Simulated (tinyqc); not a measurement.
Inside a calculation. Method: CCD on RHF in the sto-3g basis, frozen core, for HF, spin multiplicity 1. One step of it, computed by the program tinyqc.

Question. Integrals over molecular orbitals. (pq|rs) = sum C_ip C_jq C_kr C_ls (ij|kl), one index at a time.

coefficients C:
```
              MO1        MO2        MO3       MO4        MO5        MO6
1F 1s    0.994513  -0.243914   0.095858  0.000000   0.000000   0.099483
1F 2s    0.024282   0.897086  -0.510034  0.000000   0.000000  -0.734199
1F 2px   0.000000   0.000000   0.000000  0.967456  -0.253041   0.000000
1F 2py   0.000000   0.000000   0.000000  0.253041   0.967456   0.000000
1F 2pz   0.004113   0.136664   0.720646  0.000000   0.000000  -0.855283
2H 1s   -0.007563   0.181769   0.471952  0.000000   0.000000   1.239023
```

core Hamiltonian H = T + V (hartree):
```
             1F 1s       1F 2s     1F 2px     1F 2py     1F 2pz      2H 1s
1F 1s   -40.692313   -9.548479   0.000000   0.000000  -0.020134  -2.671274
1F 2s    -9.548479  -11.157822   0.000000   0.000000  -0.228933  -5.069518
1F 2px    0.000000    0.000000  -8.800990   0.000000   0.000000   0.000000
1F 2py    0.000000    0.000000   0.000000  -8.800990   0.000000   0.000000
1F 2pz   -0.020134   -0.228933   0.000000   0.000000  -8.963288  -3.066930
2H 1s    -2.671274   -5.069518   0.000000   0.000000  -3.066930  -6.057200
```

Two-electron integrals (ij|kl) in chemists' order, unique and non-zero (hartree):
```
(11|11) 5.403501   (21|11) 0.841920   (21|21) 0.156299   (22|11) 1.268028
(22|21) 0.292344   (22|22) 0.926167   (31|31) 0.027998   (32|31) 0.043169
(32|32) 0.204588   (33|11) 1.264502   (33|21) 0.292403   (33|22) 0.925959
(33|33) 0.997514   (41|41) 0.027998   (42|41) 0.043169   (42|42) 0.204588
(43|43) 0.053770   (44|11) 1.264502   (44|21) 0.292403   (44|22) 0.925959
(44|33) 0.889973   (44|44) 0.997514   (51|51) 0.027998   (52|51) 0.043169
(52|52) 0.204588   (53|53) 0.053770   (54|54) 0.053770   (55|11) 1.264502
(55|21) 0.292403   (55|22) 0.925959   (55|33) 0.889973   (55|44) 0.889973
(55|55) 0.997514   (61|11) 0.238536   (61|21) 0.043832   (61|22) 0.081213
(61|33) 0.081099   (61|44) 0.081099   (61|51) 0.001719   (61|52) 0.003203
(61|55) 0.081450   (61|61) 0.012411   (62|11) 0.526650   (62|21) 0.122718
(62|22) 0.424946   (62|33) 0.419340   (62|44) 0.419340   (62|51) 0.008101
(62|52) 0.059736   (62|55) 0.435772   (62|61) 0.034741   (62|62) 0.227454
(63|31) 0.013758   (63|32) 0.078025   (63|53) 0.012946   (63|63) 0.036204
(64|41) 0.013758   (64|42) 0.078025   (64|54) 0.012946   (64|64) 0.036204
(65|11) 0.322317   (65|21) 0.076181   (65|22) 0.282768   (65|33) 0.270127
(65|44) 0.270127   (65|51) 0.018312   (65|52) 0.117017   (65|55) 0.307744
(65|61) 0.022604   (65|62) 0.185470   (65|65) 0.186929   (66|11) 0.619892
(66|21) 0.146761   (66|22) 0.578251   (66|33) 0.557975   (66|44) 0.557975
(66|51) 0.014002   (66|52) 0.137798   (66|55) 0.618146   (66|61) 0.041930
(66|62) 0.370061   (66|65) 0.350762   (66|66) 0.774606
```

Give: one-electron integrals over orbitals h = C^T H C; Two-electron integrals over orbitals.

Answer.

one-electron integrals over orbitals h = C^T H C (hartree):
```
          1        2        3        4        5        6
1  -40.6732   0.6897  -0.2616   0.0000   0.0000  -0.2730
2    0.6897  -9.2128   0.5016   0.0000   0.0000   1.4101
3   -0.2616   0.5016  -8.0687   0.0000   0.0000   1.6114
4    0.0000   0.0000   0.0000  -8.8010   0.0000   0.0000
5    0.0000   0.0000   0.0000   0.0000  -8.8010   0.0000
6   -0.2730   1.4101   1.6114   0.0000   0.0000  -6.0972
```

Two-electron integrals over orbitals (pq|rs), unique and non-zero (hartree); the lowest 1 orbital is frozen and left out:
```
(22|22) 0.8643    (32|22) 0.0126    (32|32) 0.1565    (33|22) 0.7779
(33|32) -0.0731   (33|33) 0.8370    (42|42) 0.1745    (43|42) -0.0498
(43|43) 0.0577    (44|22) 0.8705    (44|32) -0.0726   (44|33) 0.7996
(44|44) 0.9975    (52|52) 0.1745    (53|52) -0.0498   (53|53) 0.0577
(54|54) 0.0538    (55|22) 0.8705    (55|32) -0.0726   (55|33) 0.7996
(55|44) 0.8900    (55|55) 0.9975    (62|22) -0.1474   (62|32) -0.0251
(62|33) -0.0579   (62|44) -0.1496   (62|55) -0.1496   (62|62) 0.1036
(63|22) -0.1217   (63|32) 0.0873    (63|33) -0.1396   (63|44) -0.1636
(63|55) -0.1636   (63|62) 0.0636    (63|63) 0.1399    (64|42) -0.0494
(64|43) -0.0081   (64|64) 0.0332    (65|52) -0.0494   (65|53) -0.0081
(65|65) 0.0332    (66|22) 0.7071    (66|32) 0.0826    (66|33) 0.6655
(66|44) 0.6611    (66|55) 0.6611    (66|62) -0.0710   (66|63) -0.0082
(66|66) 0.7211
```
